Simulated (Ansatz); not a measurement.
# SiH₅O (doublet): from Hartree-Fock to the top rungs at distance O1–H3 along a hydrogen transfer = 1.413 Å, cc-pVDZ

One table from this session's results is given with a row withheld; the runs are named, their logs left out.

The runs use Ansatz 0.2.0, Gaussian basis; cc-pVDZ, core rule «outside noble gas», up to 6 orbitals frozen.

The runs, in order: UHF; CCSD(T) on ROHF; CCSD(T) on UHF; BCCD(T) on ROHF; CISD; CCSDT(Q) on ROHF; CCSDT(Q) on UHF; CASSCF and MRCISD+Q, 3 electrons in 3 orbitals; CASSCF and NEVPT2, 3 electrons in 3 orbitals.

**The geometry**

The geometry derives from fragments relaxed apart (PBE0/def2-TZVP) and kept rigid, so it is no stationary point. A hydrogen atom is moved between rigid fragments.

7 atoms, charge 0, spin multiplicity 2.

Atoms are counted from 1 here; the program's logs count them from 0.

Bond lengths: O1–H2 0.960 Å, H3–Si4 1.622 Å, Si4–H5 1.486 Å, Si4–H6 1.486 Å, Si4–H7 1.486 Å. Angles: H3–Si4–H5 107.6°, H3–Si4–H6 107.6°, H3–Si4–H7 107.6°, H5–Si4–H6 111.3°, H5–Si4–H7 111.3°, H6–Si4–H7 111.3°.

Set-up of the first run:

in.yaml reads:

```yaml
crystal:
  periodic: [false, false, false]
  atoms:
    - {symbol: O, position_ang: [-1.973560, -0.019012, 0.000000]}
    - {symbol: H, position_ang: [-2.222870, 0.907564, 0.000000]}
    - {symbol: H, position_ang: [-0.560560, -0.019012, 0.000000]}
    - {symbol: Si, position_ang: [1.061440, -0.019012, 0.000000]}
    - {symbol: H, position_ang: [1.511412, -1.435264, 0.000000]}
    - {symbol: H, position_ang: [1.511414, 0.689115, -1.226512]}
    - {symbol: H, position_ang: [1.511414, 0.689115, 1.226511]}
basis:
  gaussian: {orbitals: cc-pVDZ}
magnetization: {spin_polarized: true, initial_magnetization: 1}
hamiltonian: {xc: hf}
output: {orbitals: {seedname: orbitals}}
```

Command:

```
$ ansatz run in.yaml --threads 1 --pin off --events-out ev --progress --plain --max-ram 4096MiB --backend cpu
```

Among the steps run: UHF; CCSD(T) on ROHF; CCSD(T) on UHF; BCCD(T) on ROHF; CISD; CCSDT(Q) on ROHF; CCSDT(Q) on UHF; CASSCF and MRCISD+Q, 3 electrons in 3 orbitals; CASSCF and NEVPT2, 3 electrons in 3 orbitals.

One of the session's tables, all rows but one given; the rest of the session is left out.

| method | from UCCSDT(Q) (kJ/mol) |
| --- | --- |
| ROHF | +913.6 |
| UHF | +890.9 |
| RMP2 | ? |
| UMP2 | +141.5 |
| CISD | +109.6 |
| RCCSD | +21.6 |
| UCCSD | +21.0 |
| RCCSD(T) | +4.4 |
| UCCSD(T) | +4.4 |
| BCCD(T) | +4.2 |
| RCCSDT | +1.5 |
| UCCSDT | +1.5 |
| RCCSDT(Q) | 0.0 |
| UCCSDT(Q) | 0 |
| CASSCF pair | +857.6 |
| NEVPT2 pair | +128.4 |
| MRCISD pair | +94.5 |
| MRCISD+Q pair | +15.9 |

**Question.** Estimate the row for RMP2.

As computed: from UCCSDT(Q) (kJ/mol): +142.7. In the column «from UCCSDT(Q) (kJ/mol)» it lies between UMP2 (+141.5) and CASSCF pair (+857.6).

To keep in mind: Restricted and unrestricted rows rest on different reference determinants; where their highest levels disagree by more than a few hundredths of an eV, they describe different states and don't form one ladder.
